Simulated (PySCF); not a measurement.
PySCF input (BP86/def2-TZVPD):

```python
from pyscf import gto, scf, dft

mol = gto.M(
    atom='''
    C    -0.00000000   -0.00000000   -0.00000000
    H     0.00360111    1.07859343   -0.02702022
    H     0.93257816   -0.54247981    0.01097634
    H    -0.93617928   -0.53611362    0.01604388
    ''',
    basis='def2-tzvpd',
    charge=0,
    spin=1,
    verbose=4,
)

mf = dft.UKS(mol, xc='bp86').density_fit(auxbasis='def2-universal-jkfit')
mf.grids.level = 3
mf.conv_tol = 1e-9
mf.max_cycle = 100
mf.max_memory = 1500
mf.kernel()
if not mf.converged:
    mf = mf.newton()
    mf.kernel(mf.make_rdm1())
for _ in range(2):
    mo, _, stable, _ = mf.stability(return_status=True)
    if stable:
        break
    mf.kernel(mf.make_rdm1(mo, mf.mo_occ))
mf.analyze()
```

End of the output:

```
Extra cycle  E= -39.8511177460789  delta_E= -3.55e-13  |g|= 2.96e-07  |ddm|= 4.96e-07
converged SCF energy = -39.8511177460789  <S^2> = 0.75356676  2S+1 = 2.0035636
uhf_internal: lowest eigs of H = [0.58923595 0.67563094 0.6821517 ]
<class 'pyscf.df.df_jk.DFUKS'> wavefunction is stable in the internal stability analysis
**** SCF Summaries ****
Total Energy =                         -39.851117746078899
Nuclear Repulsion Energy =               9.677806511238824
One-electron Energy =                  -71.661453246223317
Two-electron Energy =                   22.132528988905587
Two-electron Coulomb Energy =           28.624224892185349
DFT Exchange-Correlation Energy =       -6.491695903279762
HOMO-LUMO gap [eV] =                     2.485079510234061
**** MO energy ****
                             alpha | beta                alpha | beta
MO #1   energy= -9.91159434890396  | -9.89828842376506  occ= 1 | 1
MO #2   energy= -0.624041111502088 | -0.591071505870897 occ= 1 | 1
MO #3   energy= -0.380354143094779 | -0.371100332580099 occ= 1 | 1
MO #4   energy= -0.380353956303295 | -0.371100146653852 occ= 1 | 1
MO #5   energy= -0.201061740824116 | -0.10973675251196  occ= 1 | 0
MO #6   energy= 0.00506915413585318 | 0.0120554184413031 occ= 0 | 0
MO #7   energy= 0.0835605320188013 | 0.0850974639912924 occ= 0 | 0
MO #8   energy= 0.0835607183076698 | 0.0850976921524373 occ= 0 | 0
MO #9   energy= 0.113416509755574  | 0.121236436067701  occ= 0 | 0
MO #10  energy= 0.120675428362345  | 0.121237954323167  occ= 0 | 0
MO #11  energy= 0.120676907395577  | 0.132350493826083  occ= 0 | 0
MO #12  energy= 0.147708210321421  | 0.175584410261525  occ= 0 | 0
MO #13  energy= 0.163991757322694  | 0.17646517836626   occ= 0 | 0
MO #14  energy= 0.163993168742099  | 0.176467045579126  occ= 0 | 0
MO #15  energy= 0.216474297300341  | 0.227268965834408  occ= 0 | 0
MO #16  energy= 0.272289288030037  | 0.276230188868212  occ= 0 | 0
MO #17  energy= 0.27228931534834   | 0.276230264999219  occ= 0 | 0
MO #18  energy= 0.287139576685961  | 0.286719255031724  occ= 0 | 0
MO #19  energy= 0.288271944860161  | 0.299756751695987  occ= 0 | 0
MO #20  energy= 0.31447134399431   | 0.322268049356304  occ= 0 | 0
MO #21  energy= 0.314473870704199  | 0.322271197987408  occ= 0 | 0
MO #22  energy= 0.386079786642482  | 0.409015312499577  occ= 0 | 0
MO #23  energy= 0.405949286672754  | 0.409015996500052  occ= 0 | 0
MO #24  energy= 0.406506309761488  | 0.42622925555806   occ= 0 | 0
MO #25  energy= 0.406507111362649  | 0.42828319458191   occ= 0 | 0
MO #26  energy= 0.419899526660574  | 0.434381800244102  occ= 0 | 0
MO #27  energy= 0.419900307063536  | 0.434384146434819  occ= 0 | 0
MO #28  energy= 0.655347851681647  | 0.672902033176139  occ= 0 | 0
MO #29  energy= 0.677374862690366  | 0.682179280987436  occ= 0 | 0
MO #30  energy= 0.677376341472441  | 0.682180901719403  occ= 0 | 0
MO #31  energy= 0.742356694795709  | 0.781521677665751  occ= 0 | 0
MO #32  energy= 0.742357284118663  | 0.781522562875015  occ= 0 | 0
MO #33  energy= 0.888080758000072  | 0.896353403020164  occ= 0 | 0
MO #34  energy= 0.888081598499226  | 0.896354416953256  occ= 0 | 0
MO #35  energy= 0.94159198365195   | 0.991572330422901  occ= 0 | 0
MO #36  energy= 1.35398582474692   | 1.42586471978716   occ= 0 | 0
MO #37  energy= 1.49957529606238   | 1.4947113464228    occ= 0 | 0
MO #38  energy= 1.55679346345747   | 1.59062990802594   occ= 0 | 0
MO #39  energy= 1.68787172084431   | 1.71046205617111   occ= 0 | 0
MO #40  energy= 1.68787204198295   | 1.71046242746797   occ= 0 | 0
MO #41  energy= 1.78979374672259   | 1.83473397831444   occ= 0 | 0
MO #42  energy= 1.84138553876105   | 1.85984750170859   occ= 0 | 0
MO #43  energy= 1.8413856411145    | 1.8598475753999    occ= 0 | 0
MO #44  energy= 2.10887461606228   | 2.11739127084339   occ= 0 | 0
MO #45  energy= 2.10887491317272   | 2.11739152790565   occ= 0 | 0
MO #46  energy= 2.1218612760517    | 2.12630208065778   occ= 0 | 0
MO #47  energy= 2.39235535608504   | 2.41129071168435   occ= 0 | 0
MO #48  energy= 2.39235663930082   | 2.4112925411671    occ= 0 | 0
MO #49  energy= 2.53064397676154   | 2.53555144438141   occ= 0 | 0
MO #50  energy= 2.53064434828237   | 2.53555176752333   occ= 0 | 0
MO #51  energy= 2.57495343797093   | 2.62654861883538   occ= 0 | 0
MO #52  energy= 2.96259266359676   | 3.04091991122427   occ= 0 | 0
MO #53  energy= 2.9625928343339    | 3.04092065432722   occ= 0 | 0
MO #54  energy= 3.0522198288666    | 3.111567703537     occ= 0 | 0
MO #55  energy= 3.06930014432414   | 3.11156774483091   occ= 0 | 0
MO #56  energy= 3.06930036943531   | 3.13177289946891   occ= 0 | 0
MO #57  energy= 3.18955739818913   | 3.22313808265836   occ= 0 | 0
MO #58  energy= 3.18955816435072   | 3.22313924914641   occ= 0 | 0
MO #59  energy= 3.46010423288835   | 3.51490779620871   occ= 0 | 0
MO #60  energy= 3.57741951739538   | 3.58113583666764   occ= 0 | 0
MO #61  energy= 4.10325990357047   | 4.12342085537059   occ= 0 | 0
MO #62  energy= 4.10326051607395   | 4.12342139798888   occ= 0 | 0
MO #63  energy= 4.55912843632051   | 4.58391760322095   occ= 0 | 0
MO #64  energy= 21.8254076808815   | 21.8458411422816   occ= 0 | 0

To work with the spin densities directly, `use mulliken_meta_spin()` only printing them here.

 ** Mulliken spin pop alpha/beta on meta-lowdin orthogonal AOs **
 ** Mulliken Spin Density (per AO)  **
spin_pop of  0 C 1s       -0.00001
spin_pop of  0 C 2s        0.04191
spin_pop of  0 C 3s       -0.00037
spin_pop of  0 C 4s        0.00007
spin_pop of  0 C 5s        0.00000
spin_pop of  0 C 6s        0.00000
spin_pop of  0 C 2px       0.02011
spin_pop of  0 C 2py       0.02071
spin_pop of  0 C 2pz       0.97984
spin_pop of  0 C 3px      -0.00024
spin_pop of  0 C 3py      -0.00023
spin_pop of  0 C 3pz       0.00816
spin_pop of  0 C 4px      -0.00001
spin_pop of  0 C 4py      -0.00001
spin_pop of  0 C 4pz       0.00054
spin_pop of  0 C 3dxy      0.00014
spin_pop of  0 C 3dyz     -0.00000
spin_pop of  0 C 3dz^2    -0.00161
spin_pop of  0 C 3dxz      0.00000
spin_pop of  0 C 3dx2-y2    0.00014
spin_pop of  0 C 4dxy     -0.00005
spin_pop of  0 C 4dyz     -0.00000
spin_pop of  0 C 4dz^2    -0.00003
spin_pop of  0 C 4dxz     -0.00000
spin_pop of  0 C 4dx2-y2   -0.00005
spin_pop of  0 C 5dxy     -0.00000
spin_pop of  0 C 5dyz     -0.00000
spin_pop of  0 C 5dz^2    -0.00000
spin_pop of  0 C 5dxz     -0.00000
spin_pop of  0 C 5dx2-y2   -0.00000
spin_pop of  0 C 4f-3      0.00020
spin_pop of  0 C 4f-2     -0.00000
spin_pop of  0 C 4f-1     -0.00025
spin_pop of  0 C 4f+0      0.00009
spin_pop of  0 C 4f+1     -0.00025
[...]
```
